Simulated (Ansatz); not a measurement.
## H4P (charge +1), SMILES [PH4+]: vertical energies of changing the electron count, step by step

Computed with Ansatz's Python interface.

The cells in order, each with its output:

```python
import ansatz
```

```python
def energy(molecule, charge=0, unpaired=0):
    calc = molecule.calculation().basis(gaussian="def2-SVPD").correlation("ccsd_t")
    if charge:
        calc = calc.charge(charge)
    if unpaired:
        calc = calc.spin("collinear", total=unpaired)
    report = calc.run(threads=1, backend="cpu").report
    if report["published_state_doubts"]:
        print("  doubts:", report["published_state_doubts"])
    return report["free_energy_ev"]
```

```python
GEOMETRY = """
P    -0.00000   -0.00000    0.00000
H    -0.75620   -0.88770   -0.79440
H     0.34540   -0.63220    1.21320
H    -0.76390    1.15470    0.27220
H     1.17470    0.36530   -0.69100
"""
```

```python
mol = ansatz.Crystal.molecule()
for line in GEOMETRY.strip().splitlines():
    symbol, *xyz = line.split()
    mol = mol.atom(symbol, [float(v) for v in xyz])
```

```python
parent = energy(mol, 1, 0)
cation = energy(mol, 2, 1)
print(f"E(N)   = {parent:.5f} eV")
print(f"E(N-1) = {cation:.5f} eV  (1 unpaired)")
print(f"vertical ionisation energy {cation - parent:.3f} eV")
anion = energy(mol, 0, 1)
print(f"E(N+1) = {anion:.5f} eV  (1 unpaired)")
print(f"vertical electron affinity {parent - anion:.3f} eV" + ("" if anion < parent else " (unbound in this basis)"))
print(f"fundamental gap IP - EA = {cation + anion - 2 * parent:.3f} eV")
```

    E(N)   = -9329.45329 eV
    E(N-1) = -9307.24859 eV  (1 unpaired)
    vertical ionisation energy 22.205 eV
    E(N+1) = -9333.04377 eV  (1 unpaired)
    vertical electron affinity 3.590 eV
    fundamental gap IP - EA = 18.614 eV

At this unrelaxed geometry removing an electron costs 22.20 eV and adding one releases 3.59 eV.

Total energies depend on the basis set; only differences at equal settings carry meaning. The geometry is a force-field or estimated start, not a minimum of this method, and the basis set is short of its limit. All parts are taken at fixed geometry, without zero-point energy. At an unrelaxed start these energies can be a whole eV from those at the minimum, and a small affinity can change sign. Hardware and time: 24 s on 1 thread of Arm Neoverse V2, on a shared host, peak memory 0.24 GiB.
